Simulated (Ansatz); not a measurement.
One crystal and one scan (energy against volume) at two levels, PBE (plane waves to 420 eV, PAW, scalar-relativistic; Ansatz, a first-principles code) and r2SCAN (plane waves to 500 eV, PAW, scalar-relativistic; Ansatz), each from its own relaxed cell and on its own mesh. The cell shown is that of PBE.

InSb (zinc blende)

```
InSb
1.0
    0.00000     3.31748     3.31748
    3.31748     0.00000     3.31748
    3.31748     3.31748     0.00000
Sb In
1 1
Cartesian
  4.97621   4.97621   4.97621
  0.00000   0.00000   0.00000
```

This relaxed cell (volume V₀) is scaled evenly in all directions, its shape held. Symmetry pins the atoms to their sites.

Energies are smeared free energies. InSb was relaxed with its symmetry unable to fall. Spin-orbit coupling is left out, though Sb is heavy. The PAW data are Ansatz's earlier set. Both scans cover V/V₀ from 0.840 to 1.160.

ΔE (meV/atom), each from the relaxed starting cell of its own level:

| V/V₀ | PBE | r2SCAN |
|---|---|---|
| 0.840 | 151 | 171 |
| 0.867 | 99 | 112 |
| 0.893 | 60 | 68 |
| 0.920 | 32 | 36 |
| 0.947 | 13 | 15 |
| 0.973 | 3 | 4 |
| 1.000 | 0 | 0 |
| 1.027 | 3 | 3 |
| 1.053 | 11 | 12 |
| 1.080 | 23 | 26 |
| 1.107 | 39 | 45 |
| 1.133 | 58 | 67 |
| 1.160 | 80 | withheld |

Estimate the r2SCAN value at 1.160 from the PBE value there and the ratio of the two levels in the two nearest given rows on that side of the minimum.

At 1.133 and 1.107 the ratio r2SCAN/PBE averages 1.155, which gives 1.155 × 80 = 92 meV/atom. The calculation gives 92 meV/atom, +15.0 % against PBE.

(A scan under strain: stresses follow from slopes of the energy per volume, elastic moduli from its curvatures.)
